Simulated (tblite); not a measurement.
C3H6ClO (doublet state).
Atom-mapped SMILES: `[O:1][CH2:2][CH2:3][CH2:4][Cl:5]` (hydrogens: H6, H7 on C2; H8, H9 on C3; H10, H11 on C4)

Structure optimised with GFN2-xTB, isolated species. This method treats the open shell by occupation alone, without spin polarisation.

(1) Give the optimised bond lengths and angles.

Answers

(1) 
```csv
bond,length (bohr)
O1–C2,2.516
C2–C3,2.932
C3–C4,2.874
C4–Cl5,3.374
"C2–H6, C2–H7",2.097
"C3–H8, C3–H9",2.060
"C4–H10, C4–H11",2.059
```

Bonds in one row agree within 0.02 bohr and their mean is given. A selection of angles:
```csv
angle,degrees
O1–C2–C3,111.2
O1–C2–H6,113.4
O1–C2–H7,108.7
C3–C2–H6,109.3
C3–C2–H7,106.7
H6–C2–H7,107.3
C2–C3–C4,106.9
C2–C3–H8,109.0
C2–C3–H9,111.0
C4–C3–H8,109.9
H8–C3–H9,109.7
C3–C4–Cl5,108.7
C3–C4–H10,111.8
Cl5–C4–H10,107.2
H10–C4–H11,110.4
```

Torsions: O1–C2–C3–C4 -60° (synclinal); C2–C3–C4–Cl5 51° (synclinal). The mirror-image conformer, all signs reversed, is as good.

The 2 C–C bonds span 1.521 Å (C3–C4, drawn single) to 1.552 Å (C2–C3, drawn single), a spread of 0.031 Å. Of the pairs four or more bonds apart, O1···Cl5 is among the closest relative to their van der Waals radii: 2.35 Å, 72 % of the sum of Bondi's values.

Point group: C1 (no symmetry element, even within 0.4 Å). Its GFN2-xTB frequencies are all real (lowest 123 cm⁻¹). 3 starts were optimised and ended at 0.00, 1.70 and 1.70 kcal/mol (GFN2-xTB); the lowest of these is shown.

These are computed values.
